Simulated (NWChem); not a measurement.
System meant: hydrogen cyanide (CHN); SMILES N#C

Here is an NWChem input.

```
start job
memory heap 200 mb stack 900 mb global 1100 mb
geometry units angstroms noautoz
  C      0.000000     0.000000    -0.492458
  N      0.000000     0.000000     0.653160
  H      0.000000     0.000000    -1.561126
end
basis spherical
  * library def2-svp
end
dft
  xc xpbe96 cpbe96
  iterations 4
  mulliken
end
task dft energy
```

End of the output:

```
    Atom       Charge   Shell Charges
 -----------   ------   -------------------------------------------------------
    1 C    6     6.01   1.97  0.64  0.36  1.85  1.13  0.08
    2 N    7     7.02   1.98  0.87  0.59  2.08  1.46  0.05
    3 H    1     0.96   0.60  0.28  0.08

 center of mass
 --------------
 x =   0.00000000 y =   0.00000000 z =   0.10878257

 moments of inertia (a.u.)
 ------------------
          40.131219235521           0.000000000000           0.000000000000
           0.000000000000          40.131219235521           0.000000000000
           0.000000000000           0.000000000000           0.000000000000

     Multipole analysis of the density
     ---------------------------------

     L   x y z        total         alpha         beta         nuclear
     -   - - -        -----         -----         ----         -------
     0   0 0 0     -0.000000     -7.000000     -7.000000     14.000000

     1   1 0 0      0.000000      0.000000      0.000000      0.000000
     1   0 1 0     -0.000000     -0.000000     -0.000000      0.000000
     1   0 0 1     -1.094403     -0.547202     -0.547202      0.000000

     2   2 0 0     -8.471323     -4.235661     -4.235661      0.000000
     2   1 1 0      0.000000      0.000000      0.000000      0.000000
     2   1 0 1     -0.000000     -0.000000     -0.000000      0.000000
     2   0 2 0     -8.471323     -4.235661     -4.235661      0.000000
     2   0 1 1      0.000000      0.000000      0.000000      0.000000
     2   0 0 2     -7.223217    -15.893041    -15.893041     24.562865

 ------------------------------------------------------------------------
 dft energy failed                                                                                  0
 ------------------------------------------------------------------------
 ------------------------------------------------------------------------
  current input line :
    16: task dft energy
 ------------------------------------------------------------------------
 ------------------------------------------------------------------------
 This type of error is most commonly associated with calculations not reaching convergence criteria
 ------------------------------------------------------------------------
 For more information see the NWChem manual at https://nwchemgit.github.io

0:dft energy failed:Received an Error in Communication
```

What is wrong, and how is it mended?

Convergence was not reached. Cause: the SCF was allowed too few iterations. This input runs:
```
start job
memory heap 200 mb stack 900 mb global 1100 mb
geometry units angstroms noautoz
  C      0.000000     0.000000    -0.492458
  N      0.000000     0.000000     0.653160
  H      0.000000     0.000000    -1.561126
end
basis spherical
  * library def2-svp
end
dft
  xc xpbe96 cpbe96
  iterations 150
  mulliken
end
task dft energy
```
It converges to -93.23667 Ha (PBE/def2-SVP).
